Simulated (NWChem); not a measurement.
# One shape, several levels: C2H5NO2 (SMILES N/C(O)=C\O)

Wanted: a comparison of 4 runs (HF/STO-3G, HF/3-21G, B3LYP/6-31G*) of C2H5NO2. 

Program for the calculation: NWChem 7.3.0.

## (1) The molecule

C2H5NO2 has 10 atoms, charge 0, and is taken as a singlet. SMILES: `N/C(O)=C\O`. The coordinates come from a PBE0-D4/def2-TZVP relaxation. This is one conformer, not always the lowest.

Bond lengths: N1–C2 1.405 Å, C2–O3 1.373 Å, C2–C4 1.332 Å, C4–O5 1.357 Å, N1–H6 1.014 Å, N1–H7 1.014 Å, O3–H8 0.962 Å, C4–H9 1.083 Å, O5–H10 0.970 Å. Some angles: N1–C2–O3 115.0°, N1–C2–C4 119.5°, O3–C2–C4 125.5°, C2–C4–O5 123.1°, C2–N1–H6 111.4°, C2–N1–H7 111.4°, C2–O3–H8 109.4°, C2–C4–H9 123.4°, O5–C4–H9 113.5°, C4–O5–H10 105.2°.

## (2) Energy and forces at HF/STO-3G (run 1)

The input, run.py:

```python
from ase import Atoms
from ase.calculators.nwchem import NWChem

system = Atoms(['N', 'C', 'O', 'C', 'O', 'H', 'H', 'H', 'H', 'H'], positions=[
    [0.626700, 1.158600, 0.097800],
    [0.030700, -0.020300, -0.380800],
    [0.058900, -0.172600, -1.744700],
    [-0.503100, -0.882600, 0.482800],
    [-0.503500, -0.683100, 1.824900],
    [0.167300, 1.983300, -0.272900],
    [1.606000, 1.210300, -0.160600],
    [-0.366300, -1.002700, -1.981800],
    [-0.978200, -1.809000, 0.183000],
    [-0.055400, 0.166900, 1.955000],
])

calc = NWChem(
    label='calc',
    theory='scf',
    memory='2200 mb',
    basis='STO-3G',
    basispar='spherical bse',
    scf={'nopen': '0', 'rhf': None, 'thresh': '1e-08', 'maxiter': '80', 'print': 'low'},
)
system.calc = calc

forces = system.get_forces()
e = system.get_potential_energy()
print(f"E = {e:.6f} eV")
print("forces (eV/A):")
for s, f in zip(system.symbols, forces):
    print(f"{s:2s} {f[0]:10.5f} {f[1]:10.5f} {f[2]:10.5f}")
```

Run with:

```console
$ export ASE_NWCHEM_COMMAND="nwchem PREFIX.nwi > PREFIX.nwo"
$ python run.py
```

Log:

```text
E = -7593.904558 eV
forces (eV/A):
N     0.48872    1.15957    1.67950
C    -1.46095   -2.58735    0.86322
O     1.00139    1.63409   -1.57223
C     0.38659    0.41950   -2.00824
O    -0.69415   -0.99563    1.94427
H    -0.29048    0.65789   -0.42243
H     0.75822    0.09595   -0.34160
H    -0.79103   -1.47232    0.02432
H    -0.02242   -0.06340   -0.12928
H     0.62416    1.15170   -0.03754
```

The calculator wrote calc.nwi:

```
title "calc"

permanent_dir calc

scratch_dir calc

start calc

geometry units angstrom nocenter noautosym noautoz
  N  6.2670000000000003e-01 1.1586000000000001e+00 9.7799999999999998e-02
  C  3.0700000000000002e-02 -2.0299999999999999e-02 -3.8080000000000003e-01
  O  5.8900000000000001e-02 -1.7260000000000000e-01 -1.7446999999999999e+00
  C  -5.0309999999999999e-01 -8.8260000000000005e-01 4.8280000000000001e-01
  O  -5.0349999999999995e-01 -6.8310000000000004e-01 1.8249000000000000e+00
  H  1.6730000000000000e-01 1.9833000000000001e+00 -2.7289999999999998e-01
  H  1.6060000000000001e+00 1.2102999999999999e+00 -1.6059999999999999e-01
  H  -3.6630000000000001e-01 -1.0026999999999999e+00 -1.9818000000000000e+00
  H  -9.7819999999999996e-01 -1.8089999999999999e+00 1.8300000000000000e-01
  H  -5.5399999999999998e-02 1.6689999999999999e-01 1.9550000000000001e+00
end

memory 2200 mb

basis spherical bse noprint
   * library STO-3G
end

scf
  nopen 0
  rhf
  thresh 1e-08
  maxiter 80
  print low
end

task scf gradient
```

calc.nwo:

```text
Northwest Computational Chemistry Package (NWChem) 7.3.0
             --------------------------------------------------------

           Job information
           ---------------

    nwchem branch   = 7.3.0
    use scalapack   = T
    input           = calc.nwi
    prefix          = calc.
    data base       = calc/calc.db
    status          = startup
    nproc           =        1

           Memory information
           ------------------

    heap     =     72089594 doubles =      550.0 Mbytes
    stack    =     72089599 doubles =      550.0 Mbytes
    global   =    144179200 doubles =     1100.0 Mbytes (distinct from heap & stack)
    total    =    288358393 doubles =     2200.0 Mbytes
    verify   = yes
    hardfail = no

           Directory information
           ---------------------

  0 permanent = calc
  0 scratch   = calc

                                NWChem Input Module
                                -------------------

                                       calc
                                       ----

[... 26 lines left out ...]
            Nuclear Dipole moment (a.u.)
[... 52 lines left out ...]
                                       calc

  ao basis        = "ao basis"
  functions       =    30
  atoms           =    10
  closed shells   =    20
  open shells     =     0
  charge          =   0.00
  wavefunction    = RHF
  input vectors   = atomic
  output vectors  = calc/calc.movecs
  use symmetry    = F
  symmetry adapt  = F

 Forming initial guess at       0.0s

 Starting SCF solution at       0.1s

       Final RHF  results
       ------------------

         Total SCF energy =   -279.070847432395
      One-electron energy =   -740.967086653128
      Two-electron energy =    282.173248379670
 Nuclear repulsion energy =    179.722990841064

        Time for solution =      1.2s

                              NWChem Gradients Module
                              -----------------------

                         RHF ENERGY GRADIENTS

    atom               coordinates                        gradient
                 x          y          z           x          y          z
   1 N       1.184291   2.189437   0.184815   -0.009504  -0.022550  -0.032661
   2 C       0.058015  -0.038361  -0.719608    0.028411   0.050316  -0.016787
   3 O       0.111305  -0.326167  -3.297005   -0.019474  -0.031778   0.030575
[... 6 lines of this table left out ...]
  10 H      -0.104691   0.315395   3.694414   -0.012138  -0.022397   0.000730

 Task  times  cpu:        1.5s     wall:        1.5s
 Total times  cpu:        1.5s     wall:        1.5s
```

It took 2.4 s on 1 thread of Intel Xeon 6975P-C (Granite Rapids), shared host; peak memory 0.099 GiB.

## (3) Energy and forces at HF/3-21G (run 2)

The input, input.nw:

```
start input
title "C2H5NO2"
memory stack 880 mb heap 220 mb global 1100 mb

geometry units bohr noautosym nocenter noautoz
  N      1.18429136     2.18943669     0.18481521
  C      0.05801459    -0.03836144    -0.71960771
  O      0.11130487    -0.32616673    -3.29700517
  C     -0.95072121    -1.66787228     0.91235977
  O     -0.95147710    -1.29087192     3.44856120
  H      0.31615118     3.74789382    -0.51570626
  H      3.03490016     2.28713553    -0.30349002
  H     -0.69220668    -1.89482839    -3.74505923
  H     -1.84853010    -3.41851456     0.34581988
  H     -0.10469083     0.31539529     3.69441457
end

basis spherical bse
  * library 3-21G
end

scf
  thresh 1e-08
  maxiter 80
end

task scf gradient
```

Run with:

```console
$ nwchem input.nw > input.out
```

Log:

```text
[...]
  functions       =    55
[...]
  wavefunction    = RHF
[...]
         Total SCF energy =   -281.200944061113
      One-electron energy =   -741.199787984629
      Two-electron energy =    280.275865978111
 Nuclear repulsion energy =    179.722977945405
        Time for solution =      1.6s
[...]
                         RHF ENERGY GRADIENTS
    atom               coordinates                        gradient
                 x          y          z           x          y          z
   1 N       1.184291   2.189437   0.184815   -0.008029  -0.013943   0.007641
   2 C       0.058015  -0.038361  -0.719608    0.014214   0.022234  -0.027981
   3 O       0.111305  -0.326167  -3.297005    0.001942   0.004652   0.006893
   4 C      -0.950721  -1.667872   0.912360   -0.002172   0.001610   0.038135
   5 O      -0.951477  -1.290872   3.448561   -0.002979  -0.007364  -0.012366
   6 H       0.316151   3.747894  -0.515706   -0.000099   0.001890  -0.005371
   7 H       3.034900   2.287136  -0.303490    0.002228   0.000627  -0.005188
   8 H      -0.692207  -1.894828  -3.745059    0.000395   0.002172   0.009604
   9 H      -1.848530  -3.418515   0.345820   -0.004836  -0.009171  -0.001486
  10 H      -0.104691   0.315395   3.694415   -0.000666  -0.002708  -0.009881
[...]
```

Wall time 2.5 s (1 thread of Intel Xeon 6975P-C (Granite Rapids), shared host); peak memory 0.097 GiB.

## (4) Energy and forces at B3LYP/6-31G(d) (spherical functions) (run 3)

The input, c2h5no2.nw:

```
start c2h5no2
memory stack 880 mb heap 220 mb global 1100 mb

geometry noautosym nocenter noautoz
 N      0.626700     1.158600     0.097800
 C      0.030700    -0.020300    -0.380800
 O      0.058900    -0.172600    -1.744700
 C     -0.503100    -0.882600     0.482800
 O     -0.503500    -0.683100     1.824900
 H      0.167300     1.983300    -0.272900
 H      1.606000     1.210300    -0.160600
 H     -0.366300    -1.002700    -1.981800
 H     -0.978200    -1.809000     0.183000
 H     -0.055400     0.166900     1.955000
end

basis spherical bse
 N library 6-31G*
 C library 6-31G*
 O library 6-31G*
 H library 6-31G*
end

dft
 xc b3lyp
 grid xfine
 convergence energy 1e-08
 maxiter 100
 mulliken
end

task dft gradient
```

Run with:

```console
$ nwchem c2h5no2.nw > c2h5no2.out
```

Log, cut to the lines that bear on the results:

```text
[...]
          Wavefunction type:  closed shell.
          No. of atoms     :    10
          No. of electrons :    40
[...]
          Charge           :     0
          Spin multiplicity:     1
[...]
          AO basis - number of functions:    80
[...]
              XC Information
              --------------
                         B3LYP Method XC Potential
                     Hartree-Fock (Exact) Exchange  0.200
                        Slater Exchange Functional  0.800 local
                    Becke 1988 Exchange Functional  0.720 non-local
              Lee-Yang-Parr Correlation Functional  0.810
                  VWN I RPA Correlation Functional  0.190 local
[...]
 d= 0,ls=0.0,diis     1   -284.2762606935 -4.64D+02  1.39D-02  8.00D-01     2.9
[...]
 d= 0,ls=0.0,diis    10   -284.3650400019 -2.64D-09  6.46D-07  5.13D-09    26.6
         Total DFT energy =     -284.365040001902
      One electron energy =     -744.114336840664
           Coulomb energy =      316.924703499506
    Exchange-Corr. energy =      -36.898397501808
 Nuclear repulsion energy =      179.722990841064
[...]
      Total Density - Mulliken Population Analysis
     ---------------------------------------------
[...]
  wavefunction    = closed shell
                         DFT ENERGY GRADIENTS
    atom               coordinates                        gradient
                 x          y          z           x          y          z
   1 N       1.184291   2.189437   0.184815   -0.001099  -0.003309  -0.007917
   2 C       0.058015  -0.038361  -0.719608    0.000064   0.000504   0.002285
   3 O       0.111305  -0.326167  -3.297005   -0.004172  -0.006567   0.008169
   4 C      -0.950721  -1.667872   0.912360    0.002542   0.004747   0.000391
   5 O      -0.951477  -1.290872   3.448561    0.004466   0.007112  -0.007931
   6 H       0.316151   3.747894  -0.515706    0.001289  -0.003952   0.002304
   7 H       3.034900   2.287135  -0.303490   -0.004304  -0.000962   0.001879
   8 H      -0.692207  -1.894828  -3.745059    0.003750   0.007308   0.002085
   9 H      -1.848530  -3.418514   0.345820    0.001033   0.001841  -0.000593
  10 H      -0.104691   0.315395   3.694414   -0.003569  -0.006722  -0.000671
[...]
```

It took 32 s on 1 thread of Intel Xeon 6975P-C (Granite Rapids), shared host; peak memory 0.14 GiB.

## (5) Energy and forces at B3LYP/6-31G(d) (Cartesian functions) (run 4)

The input, c2h5no2.nw:

```
start c2h5no2
title "C2H5NO2 B3LYP"
memory stack 880 mb heap 220 mb global 1100 mb

geometry units bohr noautosym nocenter noautoz
 N      1.18429136     2.18943669     0.18481521
 C      0.05801459    -0.03836144    -0.71960771
 O      0.11130487    -0.32616673    -3.29700517
 C     -0.95072121    -1.66787228     0.91235977
 O     -0.95147710    -1.29087192     3.44856120
 H      0.31615118     3.74789382    -0.51570626
 H      3.03490016     2.28713553    -0.30349002
 H     -0.69220668    -1.89482839    -3.74505923
 H     -1.84853010    -3.41851456     0.34581988
 H     -0.10469083     0.31539529     3.69441457
end

basis
 * library 6-31G*
end

dft
 xc b3lyp
 grid xfine
 convergence energy 1e-08
 iterations 100
 mulliken
end

task dft gradient
```

Run with:

```console
$ nwchem c2h5no2.nw > c2h5no2.out
```

Log, cut to the lines that bear on the results:

```text
[...]
          Wavefunction type:  closed shell.
          No. of atoms     :    10
          No. of electrons :    40
[...]
          Charge           :     0
          Spin multiplicity:     1
[...]
          AO basis - number of functions:    85
[...]
              XC Information
              --------------
                         B3LYP Method XC Potential
                     Hartree-Fock (Exact) Exchange  0.200
                        Slater Exchange Functional  0.800 local
                    Becke 1988 Exchange Functional  0.720 non-local
              Lee-Yang-Parr Correlation Functional  0.810
                  VWN I RPA Correlation Functional  0.190 local
[...]
 d= 0,ls=0.0,diis     1   -284.2794394808 -4.64D+02  1.38D-02  9.23D-01     3.0
[...]
 d= 0,ls=0.0,diis    10   -284.3701337945 -2.89D-09  5.59D-07  5.66D-09    28.2
         Total DFT energy =     -284.370133794538
      One electron energy =     -744.071967554538
           Coulomb energy =      316.837902443517
    Exchange-Corr. energy =      -36.859046628922
 Nuclear repulsion energy =      179.722977945405
[...]
      Total Density - Mulliken Population Analysis
     ---------------------------------------------
[...]
  wavefunction    = closed shell
                         DFT ENERGY GRADIENTS
    atom               coordinates                        gradient
                 x          y          z           x          y          z
   1 N       1.184291   2.189437   0.184815   -0.001073  -0.003269  -0.007973
   2 C       0.058015  -0.038361  -0.719608    0.000152   0.000570   0.001623
   3 O       0.111305  -0.326167  -3.297005   -0.004193  -0.006546   0.008588
   4 C      -0.950721  -1.667872   0.912360    0.002457   0.004668   0.000926
   5 O      -0.951477  -1.290872   3.448561    0.004425   0.006975  -0.008334
   6 H       0.316151   3.747894  -0.515706    0.001279  -0.003916   0.002370
   7 H       3.034900   2.287136  -0.303490   -0.004277  -0.000946   0.001948
   8 H      -0.692207  -1.894828  -3.745059    0.003735   0.007269   0.002007
   9 H      -1.848530  -3.418515   0.345820    0.001009   0.001801  -0.000566
  10 H      -0.104691   0.315395   3.694415   -0.003514  -0.006606  -0.000590
[...]
```

Wall time 34 s (1 thread of Intel Xeon 6975P-C (Granite Rapids), shared host); peak memory 0.15 GiB.

## (6) The series

```tsv
run	level	iteration cap	module	energy (Eh)	largest force (eV/Å)	wall time
1	HF/STO-3G	80	scf	-279.070847	3.094	2.4 s
2	HF/3-21G	80	scf	-281.200944	1.978	2.5 s
3	B3LYP/6-31G* (spherical functions)	100	dft	-284.365040	0.594	32 s
4	B3LYP/6-31G* (Cartesian functions)	100	dft	-284.370134	0.603	34 s
```

## (7) Summary of results

| quantity | value |
| --- | --- |
| run 4: total energy | -284.37013 Eh |
| run 4: dipole moment | 1.66 D |
| run 4: HOMO energy | -5.09 eV |
| run 4: LUMO energy | 1.70 eV |
| run 4: HOMO–LUMO gap | 6.80 eV |
| run 4: largest force on an atom | 0.603 eV/Å |

What this shows: Over runs 2, 3, 4 the dipole moment (its size) runs from 1.65 D (B3LYP/6-31G*) to 1.88 D (HF/3-21G). The two ends differ in method and basis. Over runs 2, 3, 4 the HOMO–LUMO gap runs from 6.79 eV (B3LYP/6-31G*) to 14.38 eV (HF/3-21G). In run 1 the basis is minimal, so the values are rough. All runs together took 71 s, the longest 34 s.
